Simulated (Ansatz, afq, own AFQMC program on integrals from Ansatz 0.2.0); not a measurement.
Integrals from Ansatz 0.2.0, then the random walk in our own AFQMC program (afq).

```yaml
crystal:
  periodic: [false, false, false]
  atoms:
    - {symbol: Ge, position_ang: [0.000000, 0.014542, 1.302905]}
    - {symbol: Ge, position_ang: [0.000000, -0.037876, -1.349370]}
    - {symbol: H, position_ang: [0.000000, 1.344887, 2.373440]}
    - {symbol: H, position_ang: [0.000000, -1.384532, 2.281680]}
    - {symbol: H, position_ang: [0.000000, 1.721257, -1.306462]}
basis:
  gaussian: {orbitals: cc-pVDZ}
magnetization: {spin_polarized: true, initial_magnetization: 1}
correlation: {method: ccsd_t, electrons: outside_noble_gas, hamiltonian_folder: ham}
```

```sh
$ ansatz run in.yaml --threads 1 --pin off --events-out ev --progress --plain --max-ram 1382MiB
```

afq runs on the folder ham with

```
--method phaseless --trial cisd --walkers 60 --populations 1 --least-time 40 --time-step 0.005 --steps-per-block 50 --equilibration-blocks 28 --max-blocks 300 --target-error 0.0004 --factor-cut 1e-05 --start spin_pure --seed 4229 --release-times 0.24,0.51,0.99,1.62,2.4 --release-step 0.03 --release-every 4 --taylor-order 6
```

Times are imaginary, in 1/Eh. The walk had a cap of 1706 s. Filled inner d shells are frozen with the cores.

afq prints:

```
orbitals 41  electrons 6 5  factors 326 of 788
reference energy -4152.33164031 Eh
CCSD correlation -0.20837021 Eh in 13 cycles, weight of the determinant in the CISD state 0.8380
energy of the start -4152.539359 Eh
 block  time / (1/Eh)  mean weight  energy / Eh
     1     0.250  0.9990  -4152.535817
     2     0.500  0.9988  -4152.536336
     3     0.750  1.0009  -4152.537196
     4     1.000  0.9987  -4152.537594
     5     1.250  0.9995  -4152.541195
     8     2.000  0.9987  -4152.548745
    17     4.250  1.0003  -4152.550223
    41    10.250  0.9999  -4152.545880
    65    16.250  0.9999  -4152.550630
    89    22.250  1.0001  -4152.550565
   113    28.250  1.0000  -4152.556597
   137    34.250  0.9995  -4152.552969
   161    40.250  1.0020  -4152.549504
   185    46.250  1.0005  -4152.547409
   201    50.250  1.0005  -4152.542314
   209    52.250  1.0004  -4152.551263
   233    58.250  0.9994  -4152.550961
   257    64.250  1.0022  -4152.548836
   281    70.250  1.0002  -4152.552095
   305    76.250  0.9985  -4152.543812
   321    80.250  0.9999  -4152.547297
blocks merged  error / Eh  count
     1  0.000255  300
     2  0.000309  150
     4  0.000373  75
     8  0.000464  37
    16  0.000517  18
    32  0.000638  9
released: time / (1/Eh)  energy / Eh  error  mean overlap
  0.24  -4152.549158  0.000586  1.0049
  0.51  -4152.549337  0.000572  1.0085
  0.99  -4152.549111  0.000517  1.0243
  1.62  -4152.550014  0.000515  0.9996
  2.40  -4152.550304  0.000570  1.0273
energy -4152.549028 +/- 0.000517 Eh
(rows thinned)
```

The run passed its tests (sampling time, drift between the halves within three errors, error under three times the target), which doesn't prove that it has relaxed.

Against this walk (error 14.1 meV) on the same determinant: CCSD(T) 37.0 meV higher. The error is statistical and leaves out the bias of the constraint. None of these is a sure reference here. The released energies are still falling (meV from the phaseless value at times in 1/Eh: -4 ± 16 at 0.24, -8 ± 16 at 0.51, -2 ± 14 at 0.99, -27 ± 14 at 1.62, -35 ± 16 at 2.40), so they give no level.

Cautions: constraint bias not in the error; error above the target (14.1 against 10.9 meV); no relativity below Rb; no spin-orbit coupling; inner d shell frozen.

The walk took 11 min on 1 thread of Arm Neoverse V1, on a shared host. The log's last line is the phaseless energy.

A walk keeps the symmetry of its determinant, which the program's search chose and which needn't be the lowest solution, so a lower state of the same spin and another symmetry isn't excluded.
